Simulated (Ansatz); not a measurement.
Errors in the atomisation enthalpy at 298 K

8 molecules with nitrogen; the atomisation enthalpy at 298 K in kJ/mol, computed less measured. Shapes, held fixed at every level: PBE0-D4/def2-TZVP. Flexible molecules stand in one conformer, not always the lowest. Thermal terms are harmonic and unscaled (PBE0-D4/def2-TZVP); the spin-orbit lowering of the free atoms is taken from their spectra. Programs: Ansatz 0.2.0. Measured values: Active Thermochemical Tables, NIST-JANAF tables.

Levels: A = HF/def2-SVP; B = BLYP/STO-3G; C = B3LYP-D4/def2-TZVPP; D = CCSD(T)/def2-SVP; E = CCSD(T)/CBS estimate.

| molecule | from tabulated heats | A | B | C | D | E |
| --- | --- | --- | --- | --- | --- | --- |
| HCN (hydrogen cyanide) | 1278 | -472 | +24 | +1 | -81 | -8 |
| HNC (hydrogen isocyanide) | 1215 | -449 | -18 | +7 | -79 | -6 |
| NOF (nitrosyl fluoride) | 867 | -655 | -14 | +29 | -96 | +14 |
| N2H (dinitrogen monohydride) | 913 | -505 | -76 | +35 | -101 | -7 |
| N2O (nitrous oxide) | 1112 | -774 | -226 | +25 | -125 | -10 |
| NF3 (nitrogen trifluoride) | 843 | -721 | +221 | +9 | -137 | -3 |
| CH3N (methanimine) | 1755 | -578 | +165 | +14 | -108 | -3 |
| H3NO (hydroxylamine) | 1419 | -642 | +52 | +6 | -142 | +2 |

Task: Which level does best on this set, which worst, and which err to one side?

Result: 
```tsv
level	kind	mean error	mean absolute error	worst case
HF/def2-SVP	Hartree–Fock	-599.5	599.5	N2O
BLYP/STO-3G	GGA	+16.0	99.5	N2O
B3LYP-D4/def2-TZVPP	global hybrid	+15.8	15.8	N2H
CCSD(T)/def2-SVP	coupled cluster or CI	-108.6	108.6	H3NO
CCSD(T)/CBS estimate	coupled cluster or CI	-2.6	6.6	NOF
```

On this set CCSD(T)/CBS estimate has the smallest mean absolute error and HF/def2-SVP the largest. HF/def2-SVP is too low in 8 of 8; B3LYP-D4/def2-TZVPP is too high in 8 of 8; CCSD(T)/def2-SVP is too low in 8 of 8; CCSD(T)/CBS estimate is too low in 6 of 8. Heats of the atoms come from ATcT where it has them. The levels differ in basis as well as in method. The tabulated value of NOF is in doubt (older tables, estimates, or at odds with other calculations) and kept here. Over the 7 molecules whose values aren't doubted the mean absolute errors are A 591.6; B 111.7; C 13.9; D 110.4; E 5.6. Hartree–Fock lacks correlation and underbinds. Correlated wave functions converge slowly with the basis. T1 is large for N2H (0.040), so single-reference values are less sure there. Spin contamination: N2H (⟨S²⟩ up to 0.85). Open shells run unrestricted. The CBS estimate extrapolates MP2 from def2-TZVPP and def2-QZVPP and adds CCSD(T) − MP2 in the triple-zeta set, cores frozen. The set is small.
